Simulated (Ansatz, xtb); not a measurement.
**H3OSi2: which of two isomers lies lower**

Structure I is `[SiH]O[SiH2]`, a doublet and structure II is `O=[Si][SiH3]`, a doublet. Both are isolated molecules in the gas phase, relaxed with r2SCAN-D4/def2-SVP; the shapes shown needn't be the lowest conformers.

I (Å):

```xyz
6

O    -0.6659   -0.1569   -0.7851
Si   -2.1846   -0.7274   -0.3610
Si    0.9412   -0.1089   -0.3153
H     1.0642   -0.3760    1.1558
H     1.5042    1.2273   -0.6771
H    -1.7885   -1.3560    1.0084
```

II (Å):

```csv
atom,x (Å),y (Å),z (Å)
O,-3.8180,1.6939,-0.3737
Si,-2.5964,1.2709,0.4857
Si,-2.2427,-1.1379,0.3094
H,-1.0695,-1.5549,1.1312
H,-2.0071,-1.4406,-1.1329
H,-3.4876,-1.7998,0.7985
```

Quicker runs give these differences E(II) − E(I): GFN2-xTB −9.7 kcal/mol; HF/STO-3G +3.8 kcal/mol (at GFN2-xTB geometries); r2SCAN-D4/def2-SVP//GFN2-xTB +4.3 kcal/mol.

**Question.** Estimate which is lower in electronic energy at CCSD(T)/def2-SVP, and by roughly how much.

**Answer.** The CCSD(T)/def2-SVP calculation puts structure I lower, by 7.7 kcal/mol.

How the difference moves with the method:

```tsv
level	geometry	E(II) − E(I) (kcal/mol)	departure from the last row (kcal/mol)	job, with rough time for the two
GFN2-xTB	GFN2-xTB	−9.7	−17.4	optimisation, 1.1 s
HF/STO-3G	GFN2-xTB	+3.8	−3.9	single point, 5.8 s
r2SCAN-D4/def2-SVP//GFN2-xTB	GFN2-xTB	+4.3	−3.3	single point, 12 s
r2SCAN-D4/def2-SVP	r2SCAN-D4/def2-SVP	+3.6	−4.0	optimisation, 8 min
HF/def2-SVP	r2SCAN-D4/def2-SVP	+24.5	+16.9	part of the CCSD(T) run
MP2/def2-SVP	r2SCAN-D4/def2-SVP	+4.8	−2.8	part of the CCSD(T) run
CCSD(T)/def2-SVP	r2SCAN-D4/def2-SVP	+7.7		single point, 29 s
```

As drawn, II has 1 O=Si, 1 Si–Si in place of 2 O–Si.

GFN2-xTB puts the two in the other order. The largest departure from CCSD(T)/def2-SVP is that of GFN2-xTB, 17.4 kcal/mol. MP2 in a larger basis moves the difference by −2.6 kcal/mol, a step that isn't added because spin contamination makes open-shell MP2 unreliable in this search.

With harmonic frequencies from r2SCAN-D4/def2-SVP (ideal gas, rigid rotor, one conformer each, 400 K, 1 atm): on the last row, ΔE + ΔZPE = +8.0 kcal/mol. A mode under 50 cm⁻¹ makes harmonic enthalpies and free energies unreliable, so none is given.

Open shells are spin-unrestricted, with notable spin contamination under HF/STO-3G, HF/def2-SVP, MP2/def2-SVP, CCSD(T)/def2-SVP. The correlated steps freeze 11 core orbitals. Codes used: Ansatz 0.2.0, xtb 6.7.1; the last row on 1 thread of Intel(R) Xeon(R) Processor @ 2.50GHz (Skylake/Cascade Lake) on a shared host.
